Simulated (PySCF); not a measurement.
## Static response to an electric field

Compound: C3H2ClOP.
SMILES with atom numbers: `[Cl:1][c:2]1[cH:3][p:4][cH:5][o:6]1` (hydrogens: H7 on C3; H8 on C5)

Geometry (PBE0-D3(BJ)/def2-SVP, Å), atoms numbered from 1 in this order:
```xyz
8
C3H2ClOP angstrom
Cl     2.077   -1.294   -0.868
C      0.753   -0.388   -0.297
C      0.681    0.932    0.013
P     -0.964    1.344    0.559
C     -1.373   -0.295    0.314
O     -0.379   -1.084   -0.135
H      1.527    1.612   -0.073
H     -2.316   -0.823    0.459
```

Level: B3LYP/def2-SVPD (PySCF), static field, nuclei fixed, core orbitals frozen in the response. The polarisability tensor in these axes (au):

```
x    87.73 -10.75 -12.85
y   -10.75  81.52   9.91
z   -12.85   9.91  55.80
```

Question: Give the principal values, the mean and the anisotropy Δα = √{½[(α1 − α2)² + (α2 − α3)² + (α1 − α3)²]}.

Answer: Principal values 50.04, 73.44 and 101.56 au; mean 75.01 au = 11.12 Å³ = 12.37 × 10⁻⁴⁰ C²·m²/J; Δα = 44.68 au (60 % of the mean).

Question: What is the dipole moment, and where does it point?

Answer: (-0.17, 0.16, 0.08) D, 0.25 D in size, pointing from the negative to the positive side. Measured along this direction, the outermost atoms are Cl1 at the negative end and P4 at the positive end.

Question: What molar refraction does this α imply?

Answer: Lorentz–Lorenz: R = (4π/3)N_A α = 2.5225 cm³/(mol·Å³) × 11.12 Å³ = 28.0 cm³/mol, in the limit of long wavelengths.

Question: In TDDFT the mean static polarisability is Σ f/ω² over all singlet excitations (ω in hartree). How much of it do the 10 lowest give? Their energies (eV) and oscillator strengths: 5.11, 0.0656; 5.66, 0.0322; 5.70, 0.0010; 5.83, 0.0089; 6.34, 0.0150; 6.47, 0.3129; 6.55, 0.0125; 6.91, 0.0020; 6.98, 0.0145; 7.08, 0.0002.

Answer: They add up to 9.11 au, 12.1 % of the 75.01 au; the largest single term is 5.54 au, from the state at 6.47 eV. Terms in order: 1.86, 0.75, 0.02, 0.19, 0.28, 5.54, 0.22, 0.03, 0.22, 0.00 au. Higher excitations give the rest. The strengths listed sum to 0.465.

Question: What would n − 1 = 2πNα be for an ideal gas of these molecules at 350 K and 1 atm, electronic part alone?

Answer: N = p/kT = 2.0968 × 10¹⁹ cm⁻³, so n − 1 = 2π × N × 11.12 × 10⁻²⁴ cm³ = 1465 × 10⁻⁶ at long wavelengths.

Question: Give the principal axes and the span of the nuclei along them.

Answer: Largest value along (0.75, -0.57, -0.33), where the nuclei span 4.26 Å; middle along (0.60, 0.80, 0.01), 4.26 Å; least along (0.26, -0.21, 0.94), 0.00 Å. 

Isolated species at its PBE0-D3(BJ)/def2-SVP geometry, gas phase.

These values come from a run that also computed excited states and ΔSCF ions. Hardware: one thread, Arm Neoverse V2 (aarch64), shared host with 96 logical CPUs at a one-minute load of 56. Cost: 41 s of wall time, 0.72 GiB resident at most.
